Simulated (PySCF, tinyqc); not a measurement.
Worked calculation: LCCD on RHF in the sto-3g basis, frozen core, for LiH, spin multiplicity 1. The lowest restricted solution is unstable here: a spin-polarised one lies 0.0172 hartree lower (PySCF). One step of it, computed by the program tinyqc.

Question. LCCD: starting amplitudes. t_ij^ab = <ij||ab> / (e_i + e_j - e_a - e_b), whose energy is MP2.

orbital energies (hartree): [-2.373147, -0.218625, 0.067308, 0.157923, 0.157923, 0.339922]

Two-electron integrals over orbitals (pq|rs), unique and non-zero (hartree); the lowest 1 orbital is frozen and left out:
```
(22|22) 0.436250    (32|22) -0.065954   (32|32) 0.027968    (33|22) 0.212255
(33|32) 0.017100    (33|33) 0.321878    (42|42) 0.020864    (43|42) 0.021136
(43|43) 0.041375    (44|22) 0.235473    (44|32) 0.018477    (44|33) 0.277585
(44|44) 0.312946    (52|52) 0.020864    (53|52) 0.021136    (53|53) 0.041375
(54|54) 0.016869    (55|22) 0.235473    (55|32) 0.018477    (55|33) 0.277585
(55|44) 0.279207    (55|55) 0.312946    (62|22) 0.103684    (62|32) -0.051230
(62|33) -0.016661   (62|44) -0.042543   (62|55) -0.042543   (62|62) 0.132193
(63|22) -0.063324   (63|32) 0.023463    (63|33) 0.037191    (63|44) 0.011342
(63|55) 0.011342    (63|62) -0.043769   (63|63) 0.036188    (64|42) -0.017589
(64|43) -0.010810   (64|64) 0.018529    (65|52) -0.017589   (65|53) -0.010810
(65|65) 0.018529    (66|22) 0.405212    (66|32) -0.051071   (66|33) 0.239640
(66|44) 0.254244    (66|55) 0.254244    (66|62) 0.082664    (66|63) -0.047349
(66|66) 0.397662
```

Give: Starting amplitudes; correlation energy.

Answer.

Starting amplitudes (spin orbitals 1a, 1b, ...; amplitudes related by a flip of all spins are not repeated):
```
from      to       t
2a 2b  6a 6b  -0.118
2a 2b  3a 6b   0.061
2a 2b  3a 3b  -0.049
2a 2b  5a 5b  -0.028
2a 2b  4a 4b  -0.028
```

correlation energy = -0.02438 hartree
